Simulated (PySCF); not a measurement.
# First-order multiplets

Cartesian coordinates in Å; atom numbers follow the order of the lines, from 1:
```xyz
10

O     1.800   -0.051   -0.014
C     0.518   -0.021    0.529
C    -0.562    0.823   -0.061
C    -0.635   -0.685   -0.138
H     1.745   -0.357   -0.923
H     0.572   -0.077    1.609
H    -0.328    1.351   -0.978
H    -1.241    1.346    0.602
H    -0.457   -1.134   -1.110
H    -1.364   -1.214    0.464
```

Computed data (PySCF 2.14): J couplings at B3LYP/pcJ-2, PBE0-D3(BJ)/def2-TZVP geometry, NMR shieldings at B97-2/pcSseg-2/GIAO. Equivalent nuclei averaged, non-relativistic Hamiltonian, gas phase, single conformer.

References, each an isolated molecule treated in the same way: TMS for ¹H, ¹³C.

Spectrometer: 800 MHz for ¹H. First-order analysis; couplings under 1 Hz (under 4 Hz in carbon signals) are ignored, and nearly equal couplings are merged; the smaller ones broaden or split the lines further.

(1) What pattern does H6 show (¹H)?

(2) What pattern does C3/C4 show in the proton-coupled ¹³C spectrum?

## Answers

(1) A triplet of triplets at δ 3.30: 8.0 Hz to H8/H10 (2 × ¹H, 3 bonds away), 3.8 Hz to H7/H9 (2 × ¹H, 3 bonds away). Lines in Hz from the centre (relative intensity): +11.8 (1), +8.0 (2), +4.2 (1), +3.8 (2), +0.0 (4), -3.8 (2), -4.2 (1), -8.0 (2), -11.8 (1). The outer lines are 23.6 Hz apart, the sum of the couplings kept, or 0.030 ppm at this field.

(2) A doublet of doublets at δ 9.5: 168.6 Hz to H8/H10 (1 × ¹H, 1 bond away), 163.8 Hz to H7/H9 (1 × ¹H, 1 bond away). Lines in Hz from the centre (relative intensity): +166.2 (1), +2.4 (1), -2.4 (1), -166.2 (1). The outer lines are 332.4 Hz apart, the sum of the couplings kept, or 1.652 ppm at this field.

OH/NH shifts are gas-phase values; hydrogen bonding in solution moves them, usually downfield.
